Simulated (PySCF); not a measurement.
## Vertical excitation energies

Dimethylsilane, C₂H₈Si.
SMILES: `C[SiH2]C`

The calculation used TDDFT PBE0/def2-SVPD, vertical, gas phase, core orbitals frozen in the response in PySCF. Geometry: GFN2-xTB; no solvent, vibrations or thermal averaging.

Problem. Predict the UV-vis stick spectrum at this level.

Solution. 

```json
{"state": "S1", "λ (nm)": "152.2", "E (eV)": "8.15", "f": "0.052", "symmetry": "B1 or B2", "main configurations (H = HOMO, L = LUMO)": "H→L (98%)"}
{"state": "S2", "λ (nm)": "146.7", "E (eV)": "8.45", "f": "0.020", "symmetry": "A1", "main configurations (H = HOMO, L = LUMO)": "H-1→L (89%), H→L+1 (10%)"}
{"state": "S3", "λ (nm)": "146.1", "E (eV)": "8.49", "f": "0.029", "symmetry": "A1", "main configurations (H = HOMO, L = LUMO)": "H→L+1 (88%), H-1→L (9%)"}
{"state": "S4", "λ (nm)": "144.6", "E (eV)": "8.57", "f": "0.031", "symmetry": "B1 or B2", "main configurations (H = HOMO, L = LUMO)": "H-2→L (97%)"}
{"state": "S5", "λ (nm)": "143.5", "E (eV)": "8.64", "f": "0.115", "symmetry": "B1 or B2", "main configurations (H = HOMO, L = LUMO)": "H-1→L+1 (92%)"}
{"state": "S6", "λ (nm)": "142.3", "E (eV)": "8.72", "f": "0.0000", "symmetry": "–", "main configurations (H = HOMO, L = LUMO)": "H-2→L+1 (96%)"}
{"state": "S7", "λ (nm)": "135.5", "E (eV)": "9.15", "f": "0.122", "symmetry": "B1 or B2", "main configurations (H = HOMO, L = LUMO)": "H→L+2 (94%)"}
{"state": "S8", "λ (nm)": "134.1", "E (eV)": "9.24", "f": "0.192", "symmetry": "A1", "main configurations (H = HOMO, L = LUMO)": "H-1→L+2 (94%)"}
```

Triplets (Tamm–Dancoff): T1 7.90 eV, H→L (78%), H-1→L+1 (16%); T2 7.92 eV, H→L+1 (64%), H-1→L (28%); T3 8.14 eV, H-2→L (77%), H-2→L+3 (18%).

The lowest singlet comes at 152 nm (786 kJ/mol) in the vacuum ultraviolet; it is of moderate strength; its leading configuration is HOMO→LUMO (98%). The most intense listed level is S8 at 9.24 eV (134 nm, f = 0.192), 1.10 eV above S1. It is the last of those listed, so stronger ones may follow. Löwdin shares by element: HOMO carbon 55%, silicon 23%, hydrogen 6% or more (atoms not listed hold the other 16%); LUMO silicon 31%, carbon 29%, hydrogen 6% or more (atoms not listed hold the other 34%). The oscillator strengths of these states sum to 0.561; summed over the whole spectrum of an exact calculation they would give the number of electrons, 34 (Thomas–Reiche–Kuhn). Of the 8 states listed, 7 reach f = 0.01 and 1 stays under 0.0005. The listed states span 1.10 eV, and the widest gap between neighbours is 0.44 eV (S6 to S7). Symmetry labels in C2v follow from the direction of the transition dipole and are given only for states with f of 0.002 or more; B1 and B2 swap with the choice of axes. Only the lowest 8 singlets were computed, as vertical energies without vibronic structure.

On one thread of an x86-64 server, no GPU, shared host, this took 6.2 s wall.
